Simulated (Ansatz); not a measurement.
# C₃H₃FO₂, SMILES O=C(O)/C=C/F: harmonic frequencies at the relaxed geometry

With Ansatz's Python interface.

Run as a notebook:

In [1]:
```python
import itertools

import ansatz as az
from ase import Atoms
from ase.data import atomic_numbers, covalent_radii
from ase.thermochemistry import IdealGasThermo
import numpy as np

GEOMETRY = '''
O     1.14630   -1.24300   -0.57220
C     0.90620   -0.17230   -0.04920
O     1.87330    0.64410    0.39580
C    -0.40670    0.42170    0.19340
C    -1.49470   -0.24660   -0.18290
F    -2.72680    0.25590    0.01750
H     2.70370    0.16530    0.19100
H    -0.46510    1.38870    0.67210
H    -1.53630   -1.21380   -0.66560
'''
```

In [2]:
```python
system = az.Crystal.molecule()
for line in GEOMETRY.strip().splitlines():
    symbol, *xyz = line.split()
    system = system.atom(symbol, [float(v) for v in xyz])
```

In [3]:
```python
job = system.calculation().basis(gaussian='6-31G*').functional('PBE0')
symbols = [site.symbol for site in system.cartesian_sites]
start = np.array([site.position_ang for site in system.cartesian_sites], dtype=float)
report = job.relax(force_tolerance=0.003).run().report
end = np.array(report['positions_ang'])
```

In [4]:
```python
# pairs closer than 1.2 times the sum of covalent radii, before or after
radius = [covalent_radii[atomic_numbers[s]] for s in symbols]
span = lambda where, i, j: np.linalg.norm(where[i] - where[j])
bonded = [(i, j) for i, j in itertools.combinations(range(len(symbols)), 2) if min(span(start, i, j), span(end, i, j)) < 1.2 * (radius[i] + radius[j])]
print('pair        before    after (A)')
for i, j in bonded:
    print(f'{symbols[i]}{i}-{symbols[j]}{j}'.ljust(10), f'{span(start, i, j):8.4f} {span(end, i, j):8.4f}')
```
```text
pair        before    after (A)
O0-C1        1.2156   1.2124
C1-O2        1.3416   1.3471
C1-C3        1.4613   1.4687
O2-H6        0.9802   0.9723
C3-C4        1.3312   1.3312
C3-H7        1.0806   1.0838
C4-F5        1.3456   1.3248
C4-H8        1.0818   1.0862
```

In [5]:
```python
# frequencies need a stationary point, so they are taken at the relaxed geometry
minimum = az.Crystal.molecule()
for symbol, place in zip(symbols, end):
    minimum = minimum.atom(symbol, place.tolist())
vibrating = (
    minimum.calculation()
    .basis(gaussian='6-31G*')
    .functional('PBE0')
    .phonons(temperatures=(200, 600, 100))
)
vib = vibrating.run().report['vibrations']
sums = vib['harmonic_sums']
modes = [m['omega_inv_cm'] for m in sums['modes_at_gamma'] if m['rigid_motion'] == 'no']
for number, w in enumerate(modes, start=1):
    print(f'mode {number:2d} {w:9.1f} 1/cm {w / 8065.544 * 1000:8.2f} meV')
print('imaginary modes:', sum(w < 0 for w in modes), ' zero-point energy:', round(sums['zero_point_energy_ev'], 4), 'eV')
# rigid rotor and ideal gas, symmetry number taken as one
gas = IdealGasThermo(vib_energies=[w / 8065.544 for w in modes if w > 0], geometry='linear' if len(modes) == 3 * len(symbols) - 5 else 'nonlinear',
                     atoms=Atoms(symbols, positions=end), symmetrynumber=1, spin=0.0)
print(f'H(298 K) - E = {gas.get_enthalpy(298.15, verbose=False):.4f} eV')
print(f'S(298 K, 1 bar) = {96485.33 * gas.get_entropy(298.15, 1e5, verbose=False):.1f} J/(mol K) with symmetry number 1')
```
```text
mode  1     127.0 1/cm    15.75 meV
mode  2     189.3 1/cm    23.47 meV
mode  3     244.9 1/cm    30.37 meV
mode  4     425.3 1/cm    52.73 meV
mode  5     479.7 1/cm    59.47 meV
mode  6     627.5 1/cm    77.80 meV
mode  7     664.8 1/cm    82.43 meV
mode  8     770.4 1/cm    95.51 meV
mode  9     874.7 1/cm   108.45 meV
mode 10     994.7 1/cm   123.33 meV
mode 11     994.9 1/cm   123.35 meV
mode 12    1159.3 1/cm   143.73 meV
mode 13    1240.8 1/cm   153.84 meV
mode 14    1272.6 1/cm   157.79 meV
mode 15    1345.3 1/cm   166.79 meV
mode 16    1443.0 1/cm   178.90 meV
mode 17    1759.3 1/cm   218.13 meV
mode 18    1859.5 1/cm   230.55 meV
mode 19    3257.6 1/cm   403.89 meV
mode 20    3268.4 1/cm   405.23 meV
mode 21    3753.9 1/cm   465.42 meV
imaginary modes: 0  zero-point energy: 1.6585 eV
H(298 K) - E = 1.8385 eV
S(298 K, 1 bar) = 318.7 J/(mol K) with symmetry number 1
```

Notes:
- The frequencies are harmonic and unscaled, in a modest basis. The result belongs to the one conformer reached from this start, and soft torsions count as harmonic oscillators.
- The entropy takes a symmetry number of 1; a symmetric molecule's is lower by R ln(sigma).
- Finished in 3 min on 1 thread of Arm Neoverse V1 (shared host), peak memory 0.31 GiB.

(Lines on the test bed's own set-up are left out of the output.)
